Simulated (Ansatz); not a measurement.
Run this with Ansatz's Python interface and show what comes out.

Script `run_relaxed_scan.py`:
```python
import ansatz as az
import numpy as np

BASIS_SET = 'def2-SVP'
FUNCTIONAL = 'B3LYP'

GEOMETRY = '''
O    -1.22360   -0.35270   -0.24990
B    -0.28890    0.40310    0.54250
O     0.98010   -0.20140    0.80500
H    -1.01230   -0.01380   -1.19590
H     1.59450    0.09120    0.05680
'''


def main() -> None:
    mol = az.Crystal.molecule()
    for line in GEOMETRY.strip().splitlines():
        symbol, *xyz = line.split()
        mol = mol.atom(symbol, [float(v) for v in xyz])

    calculation = mol.calculation().basis(gaussian=BASIS_SET).functional(FUNCTIONAL).spin('collinear', total=1)
    symbols = [site.symbol for site in mol.cartesian_sites]
    pairs = [(0, 1), (0, 3), (1, 2), (2, 4)]
    print('held (A)   E (eV)        ', '  '.join(f'{symbols[i]}{i}-{symbols[j]}{j}' for i, j in pairs))
    for length in [0.94, 1.03, 1.11, 1.23, 1.39]:
        rep = calculation.relax(constraints=[az.DistanceConstraint((0, 3), at=length)], force_tolerance=0.02, max_steps=60).run(threads=1, pin='off').report
        xyz = np.array(rep['positions_ang'])
        print(f'{length:6.2f} {rep["free_energy_ev"]:14.5f}  ', '  '.join(f'{np.linalg.norm(xyz[i] - xyz[j]):.3f}' for i, j in pairs))


if __name__ == '__main__':
    main()
```

```console
$ python run_relaxed_scan.py
held (A)   E (eV)         O0-B1  O0-H3  B1-O2  O2-H4
DeckWarning: relax.constraints: the input's atoms, or those drawn, lie off the distances that are held; a relaxation that starts there is brought onto them ahead of its first SCF, by positions alone, an atom by 4.34e-2 Å at the most. With the symmetry detection on, the symmetry is detected on the input's atoms as so [...]
  0.94    -4800.00573   1.349  0.940  1.350  0.964
  1.03    -4799.92300   1.351  1.030  1.350  0.963
  1.11    -4799.61786   1.353  1.110  1.351  0.964
  1.23    -4798.96762   1.355  1.230  1.352  0.964
  1.39    -4798.88543   1.289  1.390  1.340  0.965
```
(Warnings from the package without file and line, shortened, repeats left out.)

Notes:
- Total energies depend on the basis set; only differences at equal settings carry meaning.
- The energies are electronic: no zero-point or thermal terms, and the basis set is short of its limit.
- The run takes the species as open-shell (spin multiplicity 2), which needn't be its ground state.
- b3lyp holds the VWN-RPA fit, as in Gaussian; the form of ORCA and Turbomole is b3lyp5.
- Hardware and time: 71 s on 1 thread of Arm Neoverse V2 (shared host), peak memory 0.19 GiB.
